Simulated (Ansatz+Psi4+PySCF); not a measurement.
## doublet C2H4(+): levels of theory in one basis

```yaml
atoms:
  - { symbol: C, position_ang: [0.0095, -0.0015, 0.6646] }
  - { symbol: C, position_ang: [0.0094, 0.0000, -0.6710] }
  - { symbol: H, position_ang: [-0.0056, 0.9149, 1.2355] }
  - { symbol: H, position_ang: [-0.0050, -0.9181, 1.2304] }
  - { symbol: H, position_ang: [0.0056, 0.9145, -1.2372] }
  - { symbol: H, position_ang: [-0.0094, -0.9232, -1.2412] }
```

Basis set: cc-pVTZ (spherical functions). Left uncorrelated: 2 orbitals. Correlation on ROHF uses semicanonical orbitals with singles. Charge 1, multiplicity 2.

Computed with Ansatz (development build ahead of 0.2.0) and Psi4 1.11; each method stands on the lowest determinant of its kind that the runs found.

```tsv
method	E − E(ROHF) (eV)	<S²> of the determinant
ROHF	0.00	0.75
UHF	-0.07	0.75
ROHF-MP2	-7.45	–
UHF-MP2	-7.44	0.75
ROHF-CCSD	-8.29	–
UHF-CCSD	-8.30	0.75
```

(1) What does ROHF-CCSD(T) give on the same scale?

Answers

(1) -8.54 eV.

Caution for ROHF-MP2, UHF-MP2: MP2 on this radical cation hangs on the determinant chosen.
